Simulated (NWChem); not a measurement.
Species: PH2, doublet; SMILES [PH2]

```xyz
3

P      0.0000     0.0000     0.1333
H      1.0257     0.0000    -0.8674
H     -1.0257     0.0000    -0.8674
```
Atoms are numbered in this order, from 1.

Computed with NWChem. Geometry optimised at PBE0/def2-SVP; all other runs use it. Pople sets run with spherical d functions. Spin-unrestricted. In the optimisation the excess spin sits in b2 (C2v, its own frame). Spin-orbit coupling enters the g values alone. Excited states of an open shell can be spin-contaminated.

| quantity | level | value |
|---|---|---|
| Δg2 (ppt) | PBE/x2c-TZVPall, ZORA | 5.65 |
| highest occupied level (eV) | MPW1K/def2-SVP | ? |
| cavity-dispersion-structure term (kcal/mol) in benzene | PBE0/def2-SVP, SMD | 0.7 |
| vertical, lowest state with f > 0.02 (eV) | PBE0/6-31+G*, TDA | ? |
| dipole (D) | PBE0/def2-SVP | ? |
| highest harmonic frequency (cm⁻¹) | PBE0/def2-SVP | 2404 |

Task: Complete the blanks.

Result: 
- highest occupied level (eV), value: -8.08
- vertical, lowest state with f > 0.02 (eV), value: 5.86
- dipole (D), value: 0.83
